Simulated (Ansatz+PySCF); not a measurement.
**singlet C4H10: levels of theory in one basis**

```yaml
atoms:
  - { symbol: C, position_ang: [0.0000, -0.4559, -2.0615] }
  - { symbol: C, position_ang: [0.0000, 0.4481, -0.6903] }
  - { symbol: C, position_ang: [0.0000, -0.4481, 0.6903] }
  - { symbol: C, position_ang: [0.0000, 0.4559, 2.0615] }
  - { symbol: H, position_ang: [0.0000, 0.2239, -3.0369] }
  - { symbol: H, position_ang: [0.9585, -1.1597, -2.1154] }
  - { symbol: H, position_ang: [-0.9585, -1.1597, -2.1154] }
  - { symbol: H, position_ang: [-0.9502, 1.1702, -0.6863] }
  - { symbol: H, position_ang: [0.9502, 1.1702, -0.6863] }
  - { symbol: H, position_ang: [0.9502, -1.1702, 0.6863] }
  - { symbol: H, position_ang: [-0.9502, -1.1702, 0.6863] }
  - { symbol: H, position_ang: [0.0000, -0.2239, 3.0369] }
  - { symbol: H, position_ang: [0.9585, 1.1597, 2.1154] }
  - { symbol: H, position_ang: [-0.9585, 1.1597, 2.1154] }
```

Basis set: def2-SVP (spherical functions). Left uncorrelated: 4 orbitals. Charge 0, multiplicity 1.

Computed with Ansatz (development build ahead of 0.2.0); each method stands on the lowest determinant of its kind that the runs found.

```json
{"method": "RHF", "E − E(RHF) (eV)": "0.00", "<S²> of the determinant": "0.00"}
```

Question: What does RHF-MP2 give on the same scale?

Answer: -16.31 eV.

Question: Is a single determinant a sound starting point here?

Answer: By this sign, yes. Unrestricted orbitals gain 0.00 eV and <S²> is 0.00 against 0.00 for a pure state.
